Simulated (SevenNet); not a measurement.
**Rutile PbO2**

Method: the machine-learned potential SevenNet-0 (trained on PBE and PBE+U data).

Cell (relaxed at this level):

Space group P4₂/mnm (No. 136); a = b = 5.067 Å, c = 3.451 Å, α = β = γ = 90.00°

| atom | site | symmetry | x | y | z |
|---|---|---|---|---|---|
| Pb | 2a | m.mm | 0.0000 | 0.0000 | 0.0000 |
| O | 4f | m.2m | 0.3074 | 0.3074 | 0.0000 |

For rutile PbO2, the equilibrium lattice constant a comes out as 5.067 Å and the lattice parameter c is 3.451 Å.

Measured, for comparison: lattice constant a 4.958 Å (room temperature, no zero-point or thermal correction, our sources range from 4.950 to 4.958; as tabulated in Hiroi (2015), arXiv:1503.02262); lattice parameter c 3.388 Å (room temperature, no zero-point or thermal correction; as tabulated in Hiroi (2015), arXiv:1503.02262). Computed (rounded) less measured: lattice constant a +2.2 % (+2.2 % to +2.4 % over the range), lattice parameter c +1.9 %.

A machine-learned potential is trained on density-functional data: it inherits that level's misses and adds fitting errors of its own.

Note: this model's volume lies 6 % above that of the starting cell (a measured, published or database cell).
